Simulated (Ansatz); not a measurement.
C$_{2}$H$_{3}$FN$_{2}$ from Hartree–Fock to CCSD(T)

```xyz
8

N     0.522   -1.298    0.453
C     1.021   -0.259   -0.130
C     0.034    0.820   -0.234
F     0.551    2.019    0.078
N    -1.135    0.663   -0.662
H     1.062   -2.148    0.526
H    -0.443   -1.346    0.787
H    -1.612    1.550   -0.819
```

Charge 0, multiplicity 1. The bonds changed during the relaxation, so this is another structure than the one it started from. The structure was optimised at the PBE0-D4/def2-TZVP level. It is one conformer, not always the lowest. Frozen core, restricted reference, the Gaussian-basis code of Ansatz. CBS rows extrapolate triple and quadruple zeta; past MP2 they add the triple-zeta difference.

```tsv
basis	HF (Eh)	MP2 corr.
def2-SVP	-285.51600	-0.75269
def2-TZVPP	-285.86034	-0.94797
def2-QZVPP	-285.87264	-1.02086
```

Task: Estimate the CCSD correlation energy and the (T) correction in each basis where they were run (hartree).

Result: 
```json
{"basis": "def2-SVP", "CCSD corr.": "-0.78432", "(T)": "-0.02560"}
{"basis": "def2-TZVPP", "CCSD corr.": "-0.96827", "(T)": "-0.04202"}
{"basis": "CBS(def2)", "CCSD corr.": "-1.09515", "(T)": "as TZ"}
```
